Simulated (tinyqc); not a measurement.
Worked calculation: geometry optimisation on the RHF/sto-6g surface (energies and gradients from PySCF), for BH3, spin multiplicity 1. One step of it, computed by the program tinyqc.

Task: Step 1: move. Quasi-Newton step p = -H^(-1) g (first H = 0.3 times the unit matrix); steps longer than 0.5 bohr are cut back.

positions at the start (bohr):
```
            x          y          z
1B   0.068030   0.071810  -0.051023
2H   2.214759   0.028346  -0.086927
3H  -1.179189   1.969095  -0.077479
4H  -1.218873  -1.904844   0.052912
```

gradient (hartree/bohr):
```
              x            y            z
1B   0.07209898   0.02322406  -0.00407201
2H  -0.01259095  -0.00154846   0.00076104
3H  -0.02395614   0.02013762   0.00045296
4H  -0.03555190  -0.04181322   0.00285801
```

Give: positions after step 1.

Result:

positions after step 1 (bohr):
```
          x        y        z
1B  -0.1723  -0.0056  -0.0374
2H   2.2567   0.0335  -0.0895
3H  -1.0993   1.9020  -0.0790
4H  -1.1004  -1.7655   0.0434
```
